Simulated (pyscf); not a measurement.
This saddle point was located with ωB97X-D3(BJ)/def2-SVP in PySCF.

```xyz
11

N     -1.1596    -0.8436    -1.7072
B     -1.3805    -0.0033    -0.5786
Cl    -1.1058    -0.8696     1.2478
Cl    -2.9392     0.9134    -0.4871
H     -0.3341    -1.4257    -1.7716
H     -1.9658    -1.2339    -2.1803
Si    -0.3400     1.4132     1.1774
H     -0.3931     0.8225    -0.4392
H     -0.4779     2.7207     0.4708
H      1.0923     1.0820     1.3664
H     -1.0849     1.5944     2.4491
```

Surface: singlet, charge 0. Lowest wavenumbers (cm⁻¹): 374i, 79, 152, 226, 244.

### Question
Name the species on either side of this saddle.

### Answer
H₂N–B(Cl)–Cl + silane (SiH₄) ⇌ H₂N–BH–Cl + H₃Si–Cl, a four-centre exchange read from left to right: B–Cl, H–Si broken and B–H, Cl–Si formed. At ωB97M-D3(BJ)/def2-TZVP it lies +36.0 kcal/mol from the left side and +39.8 kcal/mol from the right (each side as separated species at their lowest minima found). The same reactants have a lower exit, to H₂N–SiH₃ + Cl–BH–Cl (barrier +21.9 kcal/mol at ωB97M-D3(BJ)/def2-TZVP, against +36.0 kcal/mol here). This is the saddle that the search found; another between the same sides may lie lower.
